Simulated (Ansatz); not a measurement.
# C2H3Cl2F (SMILES CC(F)(Cl)Cl): CCSD/6-31G(d) (spherical functions)

Aim: the energy change on altering one bond length of C2H3Cl2F at CCSD/6-31G* (spherical functions), from 2 runs. 

Program for the calculation: Ansatz 0.2.0.

69 further runs of the same task are left out: 1 that didn't finish, 68 set aside as unsound or not needed.

## 1. Starting point

C2H3Cl2F: 8 atoms, total charge 0, spin state singlet. SMILES: `CC(F)(Cl)Cl`. Geometry: relaxed at PBE0-D4/def2-TZVP.

Bond lengths: C1–C2 1.502 Å, C2–F3 1.348 Å, C2–Cl4 1.776 Å, C2–Cl5 1.776 Å, C1–H6 1.091 Å, C1–H7 1.091 Å, C1–H8 1.088 Å. Some angles: C1–C2–F3 110.1°, C1–C2–Cl4 111.1°, C1–C2–Cl5 111.1°, F3–C2–Cl4 107.6°, F3–C2–Cl5 107.6°, Cl4–C2–Cl5 109.3°, C2–C1–H6 108.9°, C2–C1–H7 108.9°, C2–C1–H8 110.1°, H6–C1–H7 109.8°.

## 2. The energy at CCSD/6-31G(d) (spherical functions)

The input, input.yaml:

```yaml
crystal:
  periodic: [false, false, false]
  atoms:
    - {symbol: C, position_ang: [-0.133500, -0.505900, 0.646300]}
    - {symbol: C, position_ang: [0.199400, 0.391300, -0.511300]}
    - {symbol: F, position_ang: [1.523600, 0.643200, -0.537400]}
    - {symbol: Cl, position_ang: [-0.232400, -0.372700, -2.055900]}
    - {symbol: Cl, position_ang: [-0.641100, 1.950200, -0.373000]}
    - {symbol: H, position_ang: [0.163400, -0.011800, 1.572000]}
    - {symbol: H, position_ang: [0.414900, -1.442000, 0.535900]}
    - {symbol: H, position_ang: [-1.202100, -0.709300, 0.667600]}
basis:
  gaussian:
    orbitals: 6-31G_st_-spherical.json
correlation:
  method: ccsd
  frozen_orbitals: {C: 1, Cl: 5, F: 1, H: 0}
accuracy: high
scf:
  omitted_lower_state_checks: [cluster_reference, increment]
```

The basis set 6-31G* is read from a file made from the Basis Set Exchange's data (not shown).

Started as:

```sh
$ ansatz run input.yaml --threads 1 --pin off --max-ram 3480MiB --events-out events.jsonl --progress --plain --runs-dir runs
```

What it wrote (excerpt; [...] marks lines left out):

```text
Warning: RAYON_NUM_THREADS=1 ignored (pool sized by the plan → 1); use --threads N
Functional definition: HF
  name "HF"
[...]
1944 factors; integrals over basis functions are off by at most 3.8e-9 eV
[...]
mean field -29820.08571398 eV, -1095.8679372085 hartree, gradient 8.2e-9 eV, S^2 0.000000; 0 other end points of the search recorded, 0 dependent functions left out
13 core orbitals not correlated: weight in the atoms' cores, before any rotation towards them, 1.000 or more for the frozen orbitals, at most 0.000 for the correlated occupied ones
reference -29820.08571398 eV, -1095.8679372085 hartree; 16, 16 occupied and 55, 55 virtual orbitals, 1944 factors
second order -18.75721529 eV of doubles, -0.00000000 eV of singles
cycle   1  -19.34577300 eV  change   -5.9e-1 eV  update   9.5e-2
[...]
cycle  20  -19.89418671 eV  change   -2.1e-9 eV  update   2.0e-9
Total energy: -29839.97990069 eV, -1096.5990350855 hartree
Checks for a lower state left out: cluster_reference, increment
```

It took 14 s on 1 thread of Arm Neoverse V2, shared host; peak memory 0.45 GiB.

## 3. The distorted shape, same level

The input, job.yaml:

```yaml
crystal:
  periodic: [false, false, false]
  atoms:
    - {symbol: C, position_ang: [0.875116, -2.376610, 0.480337]}
    - {symbol: C, position_ang: [1.208016, -1.479410, -0.677263]}
    - {symbol: F, position_ang: [2.532216, -1.227510, -0.703363]}
    - {symbol: Cl, position_ang: [0.776216, -2.243410, -2.221863]}
    - {symbol: Cl, position_ang: [-0.641100, 1.950200, -0.373000]}
    - {symbol: H, position_ang: [1.172016, -1.882510, 1.406037]}
    - {symbol: H, position_ang: [1.423516, -3.312710, 0.369937]}
    - {symbol: H, position_ang: [-0.193484, -2.580010, 0.501637]}
basis:
  gaussian: {orbitals: 6-31G_st_-spherical.json}
correlation: {method: ccsd, frozen_orbitals: {C: 1, Cl: 5, F: 1, H: 0}}
accuracy: high
scf: {omitted_lower_state_checks: [cluster_reference, increment]}
```

The basis set 6-31G* is read from a file made from the Basis Set Exchange's data (not shown).

Started as:

```sh
$ ansatz run job.yaml --threads 1 --pin off --max-ram 3480MiB --events-out events.jsonl --progress --plain --runs-dir runs
```

What it wrote (excerpt; [...] marks lines left out):

```text
Warning: RAYON_NUM_THREADS=1 ignored (pool sized by the plan → 1); use --threads N
[... 2 set-up lines as earlier in the session ...]
[...]
1832 factors; integrals over basis functions are off by at most 7.9e-9 eV
[...]
mean field -29814.53597017 eV, -1095.6639878854 hartree, gradient 1.9e-8 eV, S^2 0.000000; 0 other end points of the search recorded, 0 dependent functions left out; unrestricted orbitals would lower it
13 core orbitals not correlated: weight in the atoms' cores, before any rotation towards them, 1.000 or more for the frozen orbitals, at most 0.000 for the correlated occupied ones
reference -29814.53597017 eV, -1095.6639878854 hartree; 16, 16 occupied and 55, 55 virtual orbitals, 1832 factors
second order -19.63964997 eV of doubles, -0.00000000 eV of singles
cycle   1  -19.42320747 eV  change    -1.4e0 eV  update   2.4e-1
[...]
cycle  60  -21.15109603 eV  change  -4.8e-10 eV  update  5.6e-10
WARN: these amplitudes may be one of several solutions (largest doubles amplitude 0.70, level shift 3.05 eV)
Total energy: -29835.68706620 eV, -1096.4412763279 hartree
Checks for a lower state left out: cluster_reference, increment
```

It took 33 s on 1 thread of Arm Neoverse V2, shared host; peak memory 0.43 GiB.

## 4. Results

Level: CCSD/6-31G* (spherical functions), 13 core orbitals frozen.

| quantity | value |
| --- | --- |
| first shape: total energy | -1096.59904 Eh |
| first shape: correlation energy (13 core orbitals frozen) | -731.1 mEh |
| first shape: T1 diagnostic | 0.010 |
| distorted shape: total energy | -1096.44128 Eh |
| distorted shape: correlation energy (13 core orbitals frozen) | -777.3 mEh |
| distorted shape: T1 diagnostic | 0.095 |
| energy change with the C2–Cl5 bond stretched from 1.776 to 3.908 Å | 4.293 eV |

One bond (distorted shape) is far stretched, which a spin-restricted single reference describes badly; a broken-symmetry solution may lie lower. With the C2–Cl5 bond stretched from 1.776 to 3.908 Å the energy rises by 4.29 eV (99 kcal/mol). The first shape isn't relaxed at this level, so the change isn't measured from a minimum. A restricted reference can't describe the breaking bond well at this length. The T1 diagnostic (distorted shape) of 0.095 is above the customary mark for such species, so a single reference may not serve. The restricted solution (distorted shape) is unstable to spin breaking: an unrestricted one lies lower.
